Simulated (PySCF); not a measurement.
Reaction (SMILES): ClCl (Cl2) + [H][H] (H2) → 2 Cl (HCl)
B3LYP-D3(BJ)/def2-TZVP geometries, fixed; electronic energies without zero-point terms.

Basis-set convergence of the energy of full hydrogenation at HF with PySCF. All functions are spherical. Density fitting with generated auxiliary sets. In sets without p functions on hydrogen, species with hydrogen take exact integrals. No added dispersion term, no relativity. Functions are those of the species that has most. Reference: the value in pcseg-4, -51.15 kcal/mol, itself unsure by roughly 0.11 kcal/mol (its mean distance from aug-pcseg-3, aug-cc-pV(Q+d)Z, cc-pV(5+d)Z). Deviations are taken from unrounded values.

| basis | functions | energy of full hydrogenation (kcal/mol) |
|---|---|---|
| 6-31G* | 36 | -50.76 |
| 6-31+G* | 44 | -50.77 |
| def2-SVP | 36 | -55.74 |
| def2-SVPD | 54 | -61.10 |
| pcseg-1 | 36 | -56.13 |
| aug-pcseg-1 | 54 | -55.72 |
| cc-pV(D+d)Z | 46 | -56.54 |
| aug-cc-pV(D+d)Z | 64 | -56.99 |
| 6-311G** | 52 | -59.39 |
| 6-311+G** | 60 | -56.95 |
| pcseg-2 | 68 | -52.50 |
| aug-pcseg-2 | 100 | -51.60 |
| def2-TZVP | 74 | -50.91 |
| def2-TZVPD | 92 | -51.25 |
| cc-pV(T+d)Z | 78 | -51.52 |
| aug-cc-pV(T+d)Z | 110 | -51.63 |
| def2-TZVPP | 84 | -51.87 |
| def2-TZVPPD | 102 | -51.99 |
| cc-pV(Q+d)Z | 128 | -51.32 |
| aug-cc-pV(Q+d)Z | 178 | -51.35 |
| pcseg-3 | 128 | -51.30 |
| aug-pcseg-3 | 178 | -51.18 |
| def2-QZVPP | 140 | -51.31 |
| def2-QZVPPD | 158 | -51.32 |

What the diffuse functions change, pair by pair:
- 6-31G* to 6-31+G*: 8 more functions, deviation 0.38 to 0.37 kcal/mol
- def2-SVP to def2-SVPD: 18 more functions, deviation -4.59 to -9.95 kcal/mol
- pcseg-1 to aug-pcseg-1: 18 more functions, deviation -4.99 to -4.58 kcal/mol
- cc-pV(D+d)Z to aug-cc-pV(D+d)Z: 18 more functions, deviation -5.39 to -5.84 kcal/mol
- 6-311G** to 6-311+G**: 8 more functions, deviation -8.24 to -5.81 kcal/mol
- pcseg-2 to aug-pcseg-2: 32 more functions, deviation -1.35 to -0.46 kcal/mol
- def2-TZVP to def2-TZVPD: 18 more functions, deviation 0.24 to -0.11 kcal/mol
- cc-pV(T+d)Z to aug-cc-pV(T+d)Z: 32 more functions, deviation -0.38 to -0.49 kcal/mol
- def2-TZVPP to def2-TZVPPD: 18 more functions, deviation -0.72 to -0.85 kcal/mol
- cc-pV(Q+d)Z to aug-cc-pV(Q+d)Z: 50 more functions, deviation -0.17 to -0.21 kcal/mol
- pcseg-3 to aug-pcseg-3: 50 more functions, deviation -0.15 to -0.03 kcal/mol
- def2-QZVPP to def2-QZVPPD: 18 more functions, deviation -0.17 to -0.18 kcal/mol

They bring the value nearer the reference by more than 0.11 kcal/mol in 5 of 12 pairs.
